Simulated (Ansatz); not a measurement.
Ansatz (a first-principles code) input (CCSD(T)/aug-cc-pV(D+d)Z):
A basis named .json is the Basis Set Exchange file of that set.

Ansatz 0.2 input:
```yaml
crystal:
  periodic: [false, false, false]
  atoms:
    - {symbol: C, position_ang: [0.00157892, 1.37890846, -0.51669082]}
    - {symbol: S, position_ang: [0.00022170, 0.00210942, 0.66008152]}
    - {symbol: C, position_ang: [-0.00192304, -1.38218263, -0.50786606]}
    - {symbol: H, position_ang: [0.00294044, 2.29930409, 0.06551542]}
    - {symbol: H, position_ang: [0.89298680, 1.35708081, -1.14457101]}
    - {symbol: H, position_ang: [-0.89029797, 1.35934449, -1.14397930]}
    - {symbol: H, position_ang: [-0.00289150, -2.29883840, 0.08021161]}
    - {symbol: H, position_ang: [-0.89375252, -1.36436649, -1.13527401]}
    - {symbol: H, position_ang: [0.88953225, -1.36663016, -1.13586572]}
basis:
  gaussian:
    orbitals: aug-cc-pV_D+d_Z.json
magnetization: {spin_polarized: false}
correlation: {method: ccsd_t, electrons: outside_noble_gas}
output: {forces: true}
```

Output:

```
Functional definition: HF
integrals: 0.29 GiB planned
1289 factors; integrals over basis functions are off by at most 6.9e-4 eV
mean field: 0.52 GiB planned
mean field evaluation 1: about -12971.5512 eV, gradient 2.6e1 eV
mean field evaluation 2: about -12971.5679 eV, gradient 2.6e1 eV
mean field evaluation 4: about -12973.5146 eV, gradient 2.9e0 eV
mean field evaluation 8: about -12973.5468 eV, gradient 1.2e-1 eV
mean field evaluation 16: about -12973.5247 eV, gradient 4.5e-1 eV
mean field -12973.54692026 eV, -476.7690555336 hartree, gradient 2.7e-6 eV, S^2 0.000000; 0 other end points of the search recorded, 0 dependent functions left out
7 core orbitals not correlated
reference -12973.54692026 eV, -476.7690555336 hartree; 10, 10 occupied and 115, 115 virtual orbitals, 1289 factors
densities: 1.54 GiB planned
second order -12.32527067 eV of doubles, -0.00000000 eV of singles
coupled cluster: 0.83 GiB planned
cycle   1  -13.20579329 eV  change   -8.8e-1 eV  update   7.6e-2
cycle   2  -13.57788645 eV  change   -3.7e-1 eV  update   2.3e-2
cycle   3  -13.62458208 eV  change   -4.7e-2 eV  update   7.4e-3
cycle   4  -13.62455155 eV  change    3.1e-5 eV  update   1.9e-3
cycle   5  -13.62455404 eV  change   -2.5e-6 eV  update   5.3e-4
cycle   6  -13.62456927 eV  change   -1.5e-5 eV  update   1.7e-4
cycle   7  -13.62457646 eV  change   -7.2e-6 eV  update   5.5e-5
cycle   8  -13.62458926 eV  change   -1.3e-5 eV  update   2.0e-5
cycle   9  -13.62458517 eV  change    4.1e-6 eV  update   6.9e-6
cycle  10  -13.62458097 eV  change    4.2e-6 eV  update   2.1e-6
perturbative correction -0.46118486 eV, -0.0169482310 hartree
the calculation of the forces begins
Total energy: -12987.63268609 eV, -477.2866978802 hartree
Atom 0 at     0.001579     1.378908    -0.516691 Å, force    -0.000285    -0.249994     0.096129 eV/Å
Atom 1 at     0.000222     0.002109     0.660082 Å, force     0.000128     0.001216     0.380629 eV/Å
Atom 2 at    -0.001923    -1.382183    -0.507866 Å, force     0.000349     0.250603     0.094529 eV/Å
Atom 3 at     0.002940     2.299304     0.065515 Å, force     0.000639     0.435484     0.259947 eV/Å
Atom 4 at     0.892987     1.357081    -1.144571 Å, force     0.409613    -0.014680    -0.273583 eV/Å
Atom 5 at    -0.890298     1.359344    -1.143979 Å, force    -0.409830    -0.013640    -0.273311 eV/Å
Atom 6 at    -0.002891    -2.298838     0.080212 Å, force    -0.000464    -0.433814     0.262725 eV/Å
Atom 7 at    -0.893753    -1.364366    -1.135274 Å, force    -0.409797     0.012932    -0.273396 eV/Å
Atom 8 at     0.889532    -1.366630    -1.135866 Å, force     0.409647     0.011892    -0.273668 eV/Å
Dipole moment:    -0.000112    -0.001065    -0.333188 e Å
```
